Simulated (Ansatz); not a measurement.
Relaxation of BClH$_{2}$O (5 atoms, charge 0, multiplicity 1), to a largest force component of 0.03 eV/Å in at most 50 steps.

All numbers below come from RKS B3LYP/def2-SVP (Ansatz).

```xyz
5
Properties=species:S:1:pos:R:3:forces:R:3
B -0.829 0.214 0.311 -0.15 0.11 0.16
H 1.334 0.295 1.308 0.50 -0.42 -0.75
Cl 2.208 -0.235 0.448 -0.29 0.36 0.69
O -1.168 -0.265 -0.840 -0.08 -0.08 -0.07
H -1.930 -0.855 -0.947 0.02 0.03 -0.03
```

Where does it end, and by what steps?

It converged. The force dipped under the threshold on the way, but the program's further checks kept it going. After 19 steps the energy has fallen by 0.190 eV; Cl3 moved furthest, 0.83 Å.

| step | energy less start (eV) | largest force component (eV/Å) | accepted |
| --- | --- | --- | --- |
| 0 | 0.0000 | 0.753 | yes |
| 1 | -0.0488 | 0.934 | yes |
| 2 | -0.0616 | 0.801 | yes |
| 3 | -0.0080 | 1.912 | no |
| 4 | -0.1024 | 0.800 | yes |
| 5 | -0.1369 | 0.333 | yes |
| 6 | -0.1637 | 0.147 | yes |
| 7 | -0.1271 | 1.039 | no |
| 8 | -0.1715 | 0.094 | yes |
| 9 | -0.1783 | 0.096 | yes |
| 10 | -0.1669 | 0.867 | no |
| 11 | -0.1834 | 0.061 | yes |
| 12 | -0.1873 | 0.038 | yes |
| 13 | -0.1883 | 0.099 | yes |
| 14 | -0.1896 | 0.045 | yes |
| 15 | -0.1835 | 0.472 | no |
| 16 | -0.1900 | 0.002 | yes |
| 17 | -0.1900 | 0.094 | yes |
| 18 | -0.1898 | 0.087 | no |
| 19 | -0.1903 | 0.006 | yes |

```xyz
5
Properties=species:S:1:pos:R:3
B -0.624 0.086 0.006
H 1.401 0.096 0.752
Cl 2.656 -0.055 1.126
O -1.779 -0.109 -0.527
H -2.039 -0.864 -1.076
```

Whether the end is a true minimum wasn't checked by a vibrational analysis.

Run time: 28 s on 1 thread of Arm Neoverse V1, on a shared host, peak memory 0.12 GiB.
